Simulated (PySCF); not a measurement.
Start geometry of `C=CN=C=O` from GFN2-xTB (Å):
```
atom  x, y, z in Å
C1    -0.978   -0.371    0.815
C2    -0.633    0.397   -0.208
N3     0.614    0.452   -0.767
C4     1.736    0.053   -0.751
O5     2.856   -0.200   -0.904
H6    -1.982   -0.356    1.196
H7    -0.275   -1.029    1.296
H8    -1.327    1.063   -0.702
```

Question: What comes out of this run: PBE0-D3(BJ)/def2-SVP geometry optimisation, gas phase in PySCF?

Answer: 
```
atom  x, y, z in Å
C1    -1.0640   -0.6070    0.8358
C2    -0.7102    0.1696   -0.1936
N3     0.5446    0.2318   -0.7544
C4     1.6864   -0.1338   -0.7817
O5     2.8142   -0.4199   -0.8938
H6    -2.0904   -0.5789    1.2045
H7    -0.3543   -1.2767    1.3275
H8    -1.4358    0.8338   -0.6726
```

The energy falls by 0.058 eV over 6 energy and gradient evaluations, the largest force component goes from 0.0234 to 6.8e-05 Eh/bohr, and the atoms move by 0.032 Å rms after alignment. Among the bonds, C1–H6 and C1–H7 change most and about equally (+0.016 to +0.017 Å). Bonds longer at the end by more than 0.005 Å: 7 of 7; shorter: 0. Among the angles that change most is N3–C4–O5, from 169.2° to 174.5°. Rotational constants go from 25645, 2886, 2594 to 25240, 2817, 2534 MHz. The orientation of the end geometry is arbitrary; only internal coordinates are fixed.

The run used 85 basis functions and 40 SCF cycles in all.

No PBE0-D3(BJ)/def2-SVP frequencies stand behind this structure, so it isn't proved a minimum. One conformer, not necessarily the lowest.
